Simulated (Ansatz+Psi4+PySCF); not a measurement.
**doublet H2O(+): levels of theory in one basis**

```tsv
atom	x (Å)	y (Å)	z (Å)
O	0.1193	0.0000	0.0000
H	-0.4955	0.7869	0.0000
H	-0.4770	-0.7632	0.0000
```

Basis set: cc-pVTZ (spherical functions). Frozen core: 1 orbital. Correlation on ROHF uses semicanonical orbitals with singles. Charge 1, multiplicity 2.

Computed with Ansatz (development build ahead of 0.2.0) and Psi4 1.11; each method stands on the lowest determinant of its kind that the runs found.

```json
{"method": "ROHF", "E − E(ROHF) (eV)": "0.00", "<S²> of the determinant": "0.75"}
{"method": "UHF", "E − E(ROHF) (eV)": "-0.15", "<S²> of the determinant": "0.76"}
{"method": "ROHF-MP2", "E − E(ROHF) (eV)": "-5.55", "<S²> of the determinant": "–"}
{"method": "UHF-MP2", "E − E(ROHF) (eV)": "-5.54", "<S²> of the determinant": "0.76"}
```
